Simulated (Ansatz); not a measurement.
**H$_{3}$S⁺, triplet: reading a ladder of total energies**

Geometry: a point of a stretch scan, not a stationary point.

```xyz
4

S     0.0000   -0.0356    0.0000
H     0.0000    1.1994    0.0000
H     0.0000   -0.0337    1.5201
H     0.0000   -0.0337   -1.5201
```

Basis 6-31G; Ansatz 0.2.0. Only valence electrons are correlated (noble-gas cores frozen), which leaves 8 electrons in 14 orbitals. R marks a restricted (for open shells ROHF) determinant, U an unrestricted one.

Full CI is exact within this basis and frozen core; it isn't the basis-set limit. The frozen core follows each run's orbitals, which can shift R against U totals by a few meV.

Runs differ by some tens of microhartree through their thresholds and, for an open shell, their frozen cores, so steps under 0.1 kcal/mol mean nothing.

```json
{"level": "UHF", "total energy (hartree)": "-398.710691"}
{"level": "UMP2", "total energy (hartree)": "-398.759146"}
{"level": "UCCSD", "total energy (hartree)": "-398.780187"}
{"level": "UCCSD(T)", "total energy (hartree)": "-398.780869"}
{"level": "UCCSDT", "total energy (hartree)": "-398.781099"}
{"level": "UCCSDT(Q)", "total energy (hartree)": "-398.781122"}
{"level": "UCCSDTQ", "total energy (hartree)": "-398.781126"}
{"level": "full CI", "total energy (hartree)": "-398.781122"}
```

**Question.** What is the correlation energy at full CI, and what share of it do UMP2 and UCCSD(T) recover?

**Answer.** E(corr) = -398.781122 − (-398.710691) = -0.070431 hartree = -1.917 eV. UMP2: -0.048455 / -0.070431 = 68.80 %. UCCSD(T): -0.070178 / -0.070431 = 99.64 %.

**Question.** By how many kcal/mol does UCCSD(T) miss full CI (1 hartree = 627.509 kcal/mol), and which steps make up the rest?

**Answer.** -398.780869 − (-398.781122) = 0.000253 hartree = 0.16 kcal/mol. Steps: UCCSDT − UCCSD(T) = -0.14, UCCSDT(Q) − UCCSDT = -0.01, UCCSDTQ − UCCSDT(Q) = 0.00, full CI − UCCSDTQ = 0.00 kcal/mol. That is within 1 kcal/mol of the reference in this basis, which itself misses far more of the correlation at the basis-set limit.
